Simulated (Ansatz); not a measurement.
# CH₆NO+ (SMILES [NH3+]CO): single points off equilibrium

The task here is to estimate one member of a computed series from the others.

The runs use Ansatz 0.2.0, Gaussian basis; single points in def2-TZVPP.

Correlated methods freeze the cores.

**The starting structure**

SMILES `[NH3+]CO`, 9 atoms, charge 1, spin multiplicity 1.

Atoms are counted from 1 here; the program's logs count them from 0.

Bond lengths: N1–C2 1.492 Å, N1–H4 0.774 Å, N1–H5 1.155 Å, N1–H6 0.961 Å, C2–O3 1.475 Å, C2–H7 1.210 Å, C2–H8 1.158 Å, O3–H9 0.917 Å. Angles: C2–N1–H4 105.4°, C2–N1–H5 90.9°, C2–N1–H6 105.1°, H4–N1–H5 132.3°, H4–N1–H6 112.6°, H5–N1–H6 105.5°, N1–C2–O3 106.0°, N1–C2–H7 116.4°, N1–C2–H8 110.9°, O3–C2–H7 113.6°, O3–C2–H8 91.7°, H7–C2–H8 115.3°, C2–O3–H9 104.1°.

Geometry (Å):

```xyz
9
CH6NO
N    -0.61620    0.77810   -0.57830
C     0.16810   -0.35490   -0.00650
O     0.70320    0.12900    1.27990
H    -1.00720    0.47670   -1.17430
H     0.30790    1.46860   -0.52470
H    -1.19410    1.06640    0.13390
H     1.00770   -0.84600   -0.72580
H    -0.52800   -1.11040    0.52740
H     1.09870   -0.61080    1.65050
```

The first run:

Input file run/in.yaml:

```yaml
crystal:
  periodic: [false, false, false]
  atoms:
    - {symbol: N, position_ang: [-0.616200, 0.778100, -0.578300]}
    - {symbol: C, position_ang: [0.168100, -0.354900, -0.006500]}
    - {symbol: O, position_ang: [0.703200, 0.129000, 1.279900]}
    - {symbol: H, position_ang: [-1.007200, 0.476700, -1.174300]}
    - {symbol: H, position_ang: [0.307900, 1.468600, -0.524700]}
    - {symbol: H, position_ang: [-1.194100, 1.066400, 0.133900]}
    - {symbol: H, position_ang: [1.007700, -0.846000, -0.725800]}
    - {symbol: H, position_ang: [-0.528000, -1.110400, 0.527400]}
    - {symbol: H, position_ang: [1.098700, -0.610800, 1.650500]}
basis:
  gaussian: {orbitals: def2-TZVPP}
total_charge: 1
correlation: {method: ccsd_t}
output: {forces: true}
```

The command line of these runs was not kept.

Among the steps run: CCSD(T)/def2-TZVPP; PBE0-D4/def2-TZVPP; wB97M-V/def2-TZVPP; r2SCAN-D4/def2-TZVPP; PBE-D4/def2-TZVPP; revPBE-D4/def2-TZVPP; LC-wPBE/def2-TZVPP.

One of the session's tables, all rows but one given; the rest of the session is left out.

| method | RMS force component (eV/Å) | angle to CCSD(T) forces (°) |
| --- | --- | --- |
| CCSD(T) | 7.407 | reference |
| PBE0-D4 | 7.408 | 1.0 |
| wB97M-V | 7.366 | 0.5 |
| r2SCAN-D4 | 7.357 | 0.3 |
| PBE-D4 | 7.374 | 1.6 |
| revPBE-D4 | 7.368 | 1.6 |
| LC-wPBE | ? | ? |

Q: Estimate the row for LC-wPBE from the others.

As computed: RMS force component (eV/Å): 7.447; angle to CCSD(T) forces (°): 1.3. In the column «RMS force component (eV/Å)» it is the highest.
